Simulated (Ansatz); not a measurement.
## Rock-salt EuS

The numbers are results of PBE0 (plane waves, PAW; Ansatz, an electronic-structure program), not measurements.

Run with plane-wave cutoff 460 eV, 8×8×8 k mesh, Fermi–Dirac smearing 0.01 eV, spin-polarised with parallel moments, scalar-relativistic PAW data made under PBE.

Cell: measured lattice: a = b = c = 5.956 Å, α = β = γ = 90.00°.

```yaml
band_gap: 1.36 eV (on the SCF k mesh)
smallest_direct_gap_on_the_k_points_sampled: 1.62 eV
"Γ–Γ gap": 3.22 eV
magnetic moment (largest site, within a sphere): 6.89 μB
```

Measured, for comparison: band gap 1.65 eV (temperature not stated, not corrected to a static lattice, compiled measured gap; kind and temperature not stated; as tabulated in Kothakonda et al. (2022), arXiv:2208.02841).

Note: the state of the 4f shell is in doubt; cell and atoms aren't relaxed at this level (pressure 0.4 GPa).

Moments are spin moments.

Spin–orbit coupling is not included.

The computed numbers hold no vibrational or temperature effects.

It cost around 7 core-minutes (rough) of CPU time.
